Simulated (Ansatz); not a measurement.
Start from `[NH2][Mg][Cl]` and change one atom or group to get `[NH2][Mg][SH]`.

Ansatz, PBE0-D4/def2-TZVP geometries, multiplicity 1. Each molecule was computed in one conformer, which needn't be the lowest.

```csv
property,`[NH2][Mg][Cl]`
HOMO–LUMO gap (B3LYP/def2-TZVPP) / eV,4.90
LUMO energy (PBE/def2-TZVPP) / eV,-1.95
HOMO energy (PBE/def2-TZVPP) / eV,-5.31
LUMO energy (B3LYP/def2-TZVPP) / eV,-1.54
HOMO–LUMO gap (PBE0/def2-TZVPP) / eV,5.43
zero-point energy (PBE0-D4/def2-TZVP) / kJ/mol,66.1
```

(1) Give the same properties after the change, and the shifts. (Best estimate.)

Results:

(1) Ansatz gave: 
```tsv
property	`[NH2][Mg][SH]`	shift
HOMO–LUMO gap (B3LYP/def2-TZVPP) / eV	4.90	0.00
LUMO energy (PBE/def2-TZVPP) / eV	-1.81	0.14
HOMO energy (PBE/def2-TZVPP) / eV	-5.17	0.14
LUMO energy (B3LYP/def2-TZVPP) / eV	-1.39	0.15
HOMO–LUMO gap (PBE0/def2-TZVPP) / eV	5.41	-0.02
zero-point energy (PBE0-D4/def2-TZVP) / kJ/mol	85.9	19.8
```

The zero-point energy changes by 19.8 kJ/mol with +3 modes.

B3LYP here is the variant with VWN-RPA as its local correlation; programs differ in this.
